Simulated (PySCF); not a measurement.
# Relaxation of doublet PO₂

Computed with PySCF, UPBE0, basis P def2-TZVP, O def2-TZVP (no relativity, density fitting). A (50,194) grid was used.

A hand-made bent start, of C2v symmetry, held to at least that symmetry:

```xyz
3
charge 0 multiplicity 2, angstrom
P     0.0000    0.0000   -0.4634
O     1.3025    0.0000    0.4486
O    -1.3025    0.0000    0.4486
```

At each step, columns x, y, z (Å) and Fx, Fy, Fz (eV/Å):

```
step 0  E − E(last) = 105.46 kJ/mol
P    0.000   0.000  -0.463   0.000   0.000   7.104
O    1.302   0.000   0.449  -2.748   0.000  -3.552
O   -1.302   0.000   0.449   2.748   0.000  -3.552
step 1  E − E(last) = 6.01 kJ/mol
P    0.000   0.000  -0.295   0.000   0.000   0.809
O    1.308   0.000   0.364   0.534   0.000  -0.404
O   -1.308   0.000   0.364  -0.534   0.000  -0.404
step 2  E − E(last) = 3.37 kJ/mol
P    0.000   0.000  -0.223   0.000   0.000   0.728
O    1.382   0.000   0.328  -1.324   0.000  -0.364
O   -1.382   0.000   0.328   1.323   0.000  -0.364
step 3  E − E(last) = 0.03 kJ/mol
P    0.000   0.000  -0.229   0.004   0.000  -0.107
O    1.351   0.000   0.332   0.117   0.000   0.053
O   -1.351   0.000   0.332  -0.121   0.000   0.054
step 4  E − E(last) = 0.00 kJ/mol
P    0.000   0.000  -0.231   0.000   0.000   0.010
O    1.353   0.000   0.332  -0.010   0.000  -0.005
O   -1.353   0.000   0.332   0.010   0.000  -0.005
step 5  E − E(last) = 0.00 kJ/mol
P    0.000   0.000  -0.231   0.000   0.000   0.000
O    1.353   0.000   0.332   0.000   0.000   0.000
O   -1.353   0.000   0.332   0.000   0.000   0.000
```

It ends at C2v with P–O 1.465 Å (×2); O–P–O 134.7°. A frequency run shows a minimum. Other isomers or separated fragments may lie lower.

The relaxation took 11 s on 4 threads of a shared Intel Xeon @ 2.70GHz host, with 99 basis functions and 6 gradients; the process peaked at 0.54 GiB.
